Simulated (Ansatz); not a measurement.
## N₂H₄, singlet: reading a ladder of total energies

Geometry: MP2(full)/6-31G*, from the G2/97 set.

```yaml
atoms:
  - { symbol: N, position_ang: [0.0000, 0.7190, -0.0440] }
  - { symbol: N, position_ang: [0.0000, -0.7190, -0.0440] }
  - { symbol: H, position_ang: [0.2111, 1.0928, 0.8816] }
  - { symbol: H, position_ang: [-0.9482, 1.0050, -0.2704] }
  - { symbol: H, position_ang: [-0.2111, -1.0928, 0.8816] }
  - { symbol: H, position_ang: [0.9482, -1.0050, -0.2704] }
```

Basis cc-pVDZ; Ansatz 0.2.0. Correlated methods freeze the noble-gas cores, which leaves 14 electrons in 46 orbitals. R marks a restricted (for open shells ROHF) determinant.

Full CI isn't at hand for all of this; RCCSDTQ serves as the reference, and is uncertain by about the last step of the cluster series.

Runs differ by some tens of microhartree through their thresholds, so steps under 0.03 kcal/mol mean nothing.

```
    level  total energy (hartree)
      RHF             -111.185891
     RMP2             -111.536649
    RCCSD             -111.561713
 RCCSD(T)             -111.570535
   RCCSDT             -111.570941
RCCSDT(Q)             -111.571758
  RCCSDTQ             -111.571698
```

What is the correlation energy at RCCSDTQ, and what share of it do RMP2 and RCCSD(T) recover?

E(corr) = -111.571698 − (-111.185891) = -0.385807 hartree = -10.498 eV. RMP2: -0.350758 / -0.385807 = 90.92 %. RCCSD(T): -0.384644 / -0.385807 = 99.70 %.

By how many kcal/mol does RCCSD(T) miss RCCSDTQ (1 hartree = 627.509 kcal/mol), and which steps make up the rest?

-111.570535 − (-111.571698) = 0.001163 hartree = 0.73 kcal/mol. Steps: RCCSDT − RCCSD(T) = -0.25, RCCSDT(Q) − RCCSDT = -0.51, RCCSDTQ − RCCSDT(Q) = 0.04 kcal/mol. That is within 1 kcal/mol of the reference in this basis, which itself misses far more of the correlation at the basis-set limit.
